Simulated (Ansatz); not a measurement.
Geometry optimisation, UKS B3LYP-D4/def2-SVP (Ansatz 0.2.0).

input.yaml

```yaml
crystal:
  periodic: [false, false, false]
  atoms:
    - { symbol: C, position_ang: [0.6508, 0.894, 0.0048] }
    - { symbol: C, position_ang: [-0.2013, -0.1385, -0.037] }
    - { symbol: "N", position_ang: [0.0273, -1.1874, -0.8941] }
    - { symbol: S, position_ang: [-1.4964, -0.1803, 1.038] }
    - { symbol: H, position_ang: [1.4633, 1.0057, -0.6833] }
    - { symbol: H, position_ang: [0.4306, 1.7984, 0.6511] }
    - { symbol: H, position_ang: [-0.3317, -2.0436, -0.5231] }
    - { symbol: H, position_ang: [1.0814, -1.2795, -1.116] }
    - { symbol: H, position_ang: [-1.5354, 1.0849, 1.5425] }
magnetization:
  spin_polarized: true
basis:
  gaussian: { orbitals: def2-SVP }
hamiltonian:
  xc: b3lyp
  dispersion: d4
relax:
  f_tol: 0.02
  max_steps: 50
```

Run as:

```bash
$ ansatz run input.yaml --threads 2 --pin off --max-ram 3072MiB --backend cpu --events-out ev --progress --plain --runs-dir out
```

Problem. Where does it end, and by what steps?

Solution. It converged. After 10 steps the energy has fallen by 0.547 eV; H9 moved furthest, 0.43 Å.

```
step  energy less start (eV)  largest force component (eV/Å)  accepted
   0                  0.0000                           2.923       yes
   1                 -0.4063                           1.403       yes
   2                 -0.4758                           0.908       yes
   3                 -0.5121                           0.120       yes
   4                 -0.4609                           1.210        no
   5                 -0.5302                           0.079       yes
   6                 -0.5376                           0.363       yes
   7                 -0.5462                           0.036       yes
   8                 -0.5469                           0.027       yes
   9                 -0.5468                           0.070        no
  10                 -0.5470                           0.006       yes
```

```xyz
9
Properties=species:S:1:pos:R:3
C 0.675 1.002 -0.030
C -0.165 -0.050 -0.057
N 0.016 -1.211 -0.797
S -1.754 -0.080 0.776
H 1.655 0.936 -0.509
H 0.394 1.945 0.437
H -0.227 -2.075 -0.321
H 0.899 -1.267 -1.294
H -1.405 0.754 1.779
```

The run took 32 s on 2 threads of Arm Neoverse V1, on a shared host, peak memory 0.22 GiB.
